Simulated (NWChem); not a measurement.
**C2H8Si (dimethylsilane) at PBE0/MINI**

Aim: the vertical ionisation energy of C2H8Si (dimethylsilane) at PBE0/MINI, from 2 runs. 

Program for the calculation: NWChem 7.3.0.

## 1. The molecule

C2H8Si has 11 atoms, charge 0, and is taken as a singlet. SMILES: `C[SiH2]C`. The shape is that of a PBE0-D4/def2-TZVP optimisation.

Bond lengths: C1–Si2 1.872 Å, Si2–C3 1.872 Å, C1–H4 1.092 Å, C1–H5 1.093 Å, C1–H6 1.093 Å, Si2–H7 1.491 Å, Si2–H8 1.491 Å, C3–H9 1.093 Å, C3–H10 1.092 Å, C3–H11 1.093 Å. Some angles: C1–Si2–C3 111.5°, C1–Si2–H7 109.5°, C1–Si2–H8 109.5°, C3–Si2–H7 109.5°, C3–Si2–H8 109.5°, Si2–C1–H4 111.0°, Si2–C1–H5 110.9°, Si2–C1–H6 110.9°, Si2–C3–H9 110.9°, Si2–C3–H10 111.0°.

## 2. The energy at PBE0/MINI

File mymol.nw:

```
start mymol
memory total 2200 mb
geometry noautosym nocenter noautoz
   C       -1.050200       0.967200      -0.661200
   Si      -0.309200      -0.653200      -0.087600
   C        1.346600      -0.392300       0.745700
   H       -2.015800       0.806900      -1.146100
   H       -0.391700       1.464600      -1.377800
   H       -1.204900       1.644900       0.182100
   H       -0.139900      -1.564200      -1.256100
   H       -1.245100      -1.319300       0.863300
   H        2.058200       0.075200       0.060400
   H        1.772600      -1.342000       1.077400
   H        1.244800       0.255200       1.620300
end
basis "ao basis" spherical bse
   * library MINI
end
dft
   xc pbe0
   grid fine
   convergence energy 1e-08
   maxiter 100
   mulliken
   noprint "final vectors analysis"
end
task dft energy
```

Command:

```console
nwchem mymol.nw > mymol.out
```

The program printed:

```text
[...]
          Wavefunction type:  closed shell.
          No. of atoms     :    11
          No. of electrons :    34
[...]
          Charge           :     0
          Spin multiplicity:     1
[...]
          AO basis - number of functions:    27
[...]
              XC Information
              --------------
                         PBE0 Method XC Functional
                     Hartree-Fock (Exact) Exchange  0.250
          PerdewBurkeErnzerhof Exchange Functional  0.750
            Perdew 1991 LDA Correlation Functional  1.000 local
           PerdewBurkeErnz. Correlation Functional  1.000 non-local
[...]
 d= 0,ls=0.0,diis     1   -368.0063490435 -4.82D+02  1.39D-02  7.90D-02     1.4
[...]
 d= 0,ls=0.0,diis     7   -368.0140582230 -7.55D-11  1.34D-07  2.70D-12     6.1
         Total DFT energy =     -368.014058223041
      One electron energy =     -728.650503623476
           Coulomb energy =      280.422973581746
    Exchange-Corr. energy =      -33.945040670909
 Nuclear repulsion energy =      114.158512489598
[...]
      Total Density - Mulliken Population Analysis
     ---------------------------------------------
    Atom       Charge   Shell Charges
 -----------   ------   -------------------------------------------------------
    1 C    6     7.01   1.99  1.43  3.59
    2 Si  14    13.20   2.00  2.00  1.14  5.95  2.11
    3 C    6     7.01   1.99  1.43  3.59
    4 H    1     0.77   0.77
    5 H    1     0.77   0.77
    6 H    1     0.77   0.77
    7 H    1     1.08   1.08
    8 H    1     1.08   1.08
    9 H    1     0.77   0.77
   10 H    1     0.77   0.77
[...]
```

Wall time 6.6 s (1 thread of Intel Xeon Platinum 8259CL at 2.50GHz (Skylake/Cascade Lake), shared host); peak memory 0.12 GiB.

## 3. The doublet cation at the same level

File calc.nw:

```
START calc
TITLE "C2H8Si PBE0"
memory 2200 mb
charge 1

GEOMETRY units angstrom noautosym nocenter noautoz
  C    -1.050200    0.967200   -0.661200
  Si   -0.309200   -0.653200   -0.087600
  C     1.346600   -0.392300    0.745700
  H    -2.015800    0.806900   -1.146100
  H    -0.391700    1.464600   -1.377800
  H    -1.204900    1.644900    0.182100
  H    -0.139900   -1.564200   -1.256100
  H    -1.245100   -1.319300    0.863300
  H     2.058200    0.075200    0.060400
  H     1.772600   -1.342000    1.077400
  H     1.244800    0.255200    1.620300
END

BASIS "ao basis" spherical bse
  * library MINI
END

DFT
  xc pbe0
  mult 2
  grid fine
  convergence energy 1e-08
  iterations 100
  mulliken
  print low
END

TASK dft
```

Command:

```console
nwchem calc.nw > calc.out
```

The program printed:

```text
[...]
 d= 0,ls=0.0,diis     1   -367.4913064541 -4.82D+02  2.14D-02  8.03D-02     2.0
[...]
 d= 0,ls=0.0,diis     8   -367.5279787770 -9.06D-09  6.65D-06  1.60D-08    11.6
[...]
         Total DFT energy =     -367.527978776961
      One electron energy =     -720.072480990942
           Coulomb energy =      271.945422420966
    Exchange-Corr. energy =      -33.559432696582
 Nuclear repulsion energy =      114.158512489598
[...]
      Total Density - Mulliken Population Analysis
     ---------------------------------------------
    Atom       Charge   Shell Charges
 -----------   ------   -------------------------------------------------------
    1 C    6     7.03   1.99  1.46  3.58
    2 Si  14    13.03   2.00  2.00  1.20  5.95  1.89
    3 C    6     7.03   1.99  1.46  3.58
    4 H    1     0.71   0.71
    5 H    1     0.69   0.69
    6 H    1     0.69   0.69
    7 H    1     0.87   0.87
    8 H    1     0.87   0.87
    9 H    1     0.69   0.69
   10 H    1     0.71   0.71
[...]
      <S2> =      0.7599 (Exact =     0.7500)
[...]
```

Wall time 12 s (1 thread of Intel Xeon Platinum 8259CL at 2.50GHz (Skylake/Cascade Lake), shared host); peak memory 0.12 GiB.

## 4. Results

At PBE0/MINI:

| quantity | value |
| --- | --- |
| singlet C2H8Si: total energy | -368.01406 Eh |
| singlet C2H8Si: dipole moment | 0.97 D |
| doublet cation: total energy | -367.52798 Eh |
| doublet cation: ⟨S²⟩ | 0.760 |
| vertical ionisation energy (to the doublet cation) | 13.227 eV |

**Reading.** The vertical ionisation energy comes to 13.23 eV (305 kcal/mol). In a minimal basis such a difference can be off by several eV, whatever the method. Mulliken charges (doublet cation) run from -1.03 on C1 to +0.97 on Si2; they depend strongly on the basis.
